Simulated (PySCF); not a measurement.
Gas-phase reaction: 5 CH3SiH → H3SiCCH + 4 SiH2 + C3H8

Computed with PySCF and rigid-rotor harmonic-oscillator thermochemistry at 1 bar. † marks an energy on the PBE0/def2-TZVP geometry and frequencies; other levels use their own. MP2 and CCSD(T) freeze the core. 6-31G* has spherical d functions here. All species are closed-shell singlets. CH3SiH: computed as isolated molecules; such fragments, hydroxides, amides, oligomers or adducts are transient or little studied in the gas. MP2 isn't extrapolated to the basis-set limit. CCSD(T) isn't extrapolated to the basis-set limit.

PBE0/def2-TZVP gives ΔH°(298 K) = 195 kJ.

Q: What do MP2/def2-SVP†, HF/6-31G*, CCSD(T)/def2-SVP† give?

A: MP2/def2-SVP†: 124 kJ; HF/6-31G*: 106 kJ; CCSD(T)/def2-SVP†: 120 kJ. For scale, ΔH°(298 K) is 195 kJ at this level, 178 kJ at ωB97M-V/def2-TZVP†, and runs from -18 to 239 kJ over the 20 levels computed († marks an energy on the PBE0/def2-TZVP geometry).
